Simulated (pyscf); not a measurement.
7 gas-phase steps of one pattern: four-centre exchange on the singlet surface, Ge–O + H–H or Ge–S + H–H or H–H + O–Si or H–H + O–Sn or H–H + S–Si or H–H + S–Sn broken and Ge–H + H–O or Ge–H + H–S or H–O + H–Si or H–O + H–Sn or H–S + H–Si or H–S + H–Sn formed. PySCF, gas phase, ωB97X-D3(BJ)/def2-SVP geometries. Electronic energies in kcal/mol, between the relaxed ends of the descent from the saddle (adducts or complexes of the species named), with the reactant end as zero; ΔE‡ and ΔE at ωB97X-D3(BJ)/def2-TZVP. Rows were drawn at random from the steps of this pattern with a verified saddle, stable references and a bound adduct at one end at least.

```csv
row,step,ΔE,ΔE‡
1,HO–SnH: (SMILES [OH][SnH]) [singlet] + H₂ (SMILES [H][H]) -> SnH₂ (SMILES [SnH2]) [singlet] + H₂O (SMILES O),+0.6,22.2
2,HO–GeH: (SMILES [OH][GeH]) [singlet] + H₂ (SMILES [H][H]) → GeH₂ (SMILES [GeH2]) [singlet] + H₂O (SMILES O),+3.2,27.0
3,S=SiH–SH (SMILES S=[SiH]S) + H₂ (SMILES [H][H]) → H₂Si=S (SMILES [SiH2]=S) + H₂S (SMILES S),+7.6,33.7
4,HS–GeH: (SMILES [SH][GeH]) [singlet] + H₂ (SMILES [H][H]) → H₂S (SMILES S) + GeH₂ (SMILES [GeH2]) [singlet],+10.4,25.8
5,HO–SiH: (SMILES O[SiH]) [singlet] + H₂ (SMILES [H][H]) → SiH₂ (SMILES [SiH2]) [singlet] + H₂O (SMILES O),+11.3,?
6,HO–AsH–O–SiH: (SMILES O[AsH]O[SiH]) [singlet] + H₂ (SMILES [H][H]) → HO–AsH–OH (SMILES O[AsH]O) + SiH₂ (SMILES [SiH2]) [singlet],+11.5,33.1
7,HS–SnH: (SMILES [SH][SnH]) [singlet] + H₂ (SMILES [H][H]) -> SnH₂ (SMILES [SnH2]) [singlet] + H₂S (SMILES S),+12.9,26.8
```

Question: From a straight line through the complete rows, estimate the missing barrier and say how far the line can be trusted.

Answer: Over the 6 complete rows the means are +7.7 (ΔE) and 28.1 (ΔE‡); least squares gives b = 0.44 and a = 24.7 kcal/mol, with residuals of 3.6 kcal/mol (root mean square; largest 5.7, row 3). For row 5: 24.7 + 0.44 × (+11.3) = 29.7 kcal/mol. The computed barrier is 32.0 kcal/mol, 2.3 over the line. The scatter is large against the spread of the barriers, so the line says little here. Each barrier is that of the saddle found. Elements up to Kr have no core potential and no relativistic terms here. Elements past Kr carry the def2 core potentials, without spin-orbit coupling.
